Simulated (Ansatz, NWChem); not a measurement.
## N2 (SMILES N#N): from total energies to a heat of formation

The species is N2 (2 atoms), meant as a singlet with charge 0. As SMILES, `N#N`. The coordinates come from a PBE0-D4/def2-TZVP relaxation.

| atom | x (Å) | y (Å) | z (Å) |
| --- | --- | --- | --- |
| N | 0.4655 | -0.1503 | 0.2398 |
| N | -0.4655 | 0.1503 | -0.2398 |

Total energies at r2SCAN/def2-TZVPPD (NWChem 7.3.0); the atoms run unrestricted:

| species | state | energy (Eh) |
| --- | --- | --- |
| N2 | singlet | -109.512498 |
| N | quartet | -54.581074 |

Harmonic wavenumbers at PBE0-D4/def2-TZVP, in cm⁻¹: 2484.

Measured heats of formation of the gaseous atoms at 298.15 K, in kJ/mol: N 472.4. Take 1 Eh = 2625.50 kJ/mol, 1 cm⁻¹ = 0.0119627 kJ/mol, RT = 2.479 kJ/mol.

Question: What heat of formation follows?

Answer: 
1. Electronic atomisation energy: 2 × (-54.581074) − (-109.512498) = 0.350350 Eh = 919.8 kJ/mol.
2. Zero-point energy: half the sum of the wavenumbers, 1242 cm⁻¹ = 14.9 kJ/mol.
3. Thermal vibrational enthalpy, Σ hcν̃/(exp(hcν̃/kT) − 1): 0.0 kJ/mol. Translation, rotation and pV of a linear molecule: 3.5 RT = 8.7 kJ/mol.
4. The 2 free atoms carry 5/2 RT each: 12.4 kJ/mol.
5. Atomisation enthalpy at 298 K: 919.8 − 14.9 − 0.0 − 8.7 + 12.4 = 908.6 kJ/mol.
6. Sum of the atoms' heats of formation: 944.8 kJ/mol. Heat of formation: 944.8 − 908.6 = +36.2 kJ/mol.

The tabulated value is 0.0 kJ/mol (Active Thermochemical Tables), so this level is off by +36.2 kJ/mol, or 3.8 % of the atomisation enthalpy. Anharmonicity and any spin-orbit splitting of the molecule are left out.
